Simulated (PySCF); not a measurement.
## How exact exchange moves a shielding

Molecule: cyclopropylmethylamine (NCC1CC1, C4H9N).

Atoms are numbered as in `[NH2:1][CH2:2][CH:3]1[CH2:4][CH2:5]1`. Each H is labelled by its parent atom. Ha(C4), Ha(C5) are cis to C2 on the ring; Hb(C4), Hb(C5) are trans to C2 on the ring.

GIAO shieldings (ppm, equivalent atoms averaged) in PySCF on the PBE0-D3(BJ)/def2-SVP geometry, basis pcSseg-1, gas phase, non-relativistic:

| functional | exact exchange (%) | σ(C2) | σ(C3) | σ(C4/C5) |
| --- | --- | --- | --- | --- |
| BLYP | 0 | 118.5 | 158.6 | 170.5 |
| BP86 | 0 | 124.7 | 163.6 | 174.7 |
| PBE | 0 | 124.8 | 163.9 | 175.1 |
| B3LYP | 20 | 125.2 | 164.0 | 175.1 |
| mPW1PW91 | 25 | 131.8 | 169.1 | 179.2 |
| BHandHLYP | 50 | 133.4 | 170.8 | 181.1 |
| HF | 100 | 145.4 | 181.4 | 190.0 |

**Question.** Fit each shielding as a line in the percentage of exact exchange.

**Answer.** σ(C2) = 122.8 + 0.23 x (rms 2.5 ppm); σ(C3) = 162.0 + 0.19 x (rms 2.0 ppm); σ(C4/C5) = 173.4 + 0.17 x (rms 1.6 ppm). The functionals also differ in their semilocal parts, which the line can't hold; Hartree–Fock has no correlation at all.

**Question.** What does the line predict for PBE0 (25 %), and what does the run give?

**Answer.** σ(C2): 128.6 predicted, 132.5 computed; σ(C3): 166.8 predicted, 169.9 computed; σ(C4/C5): 177.7 predicted, 180.2 computed ppm.
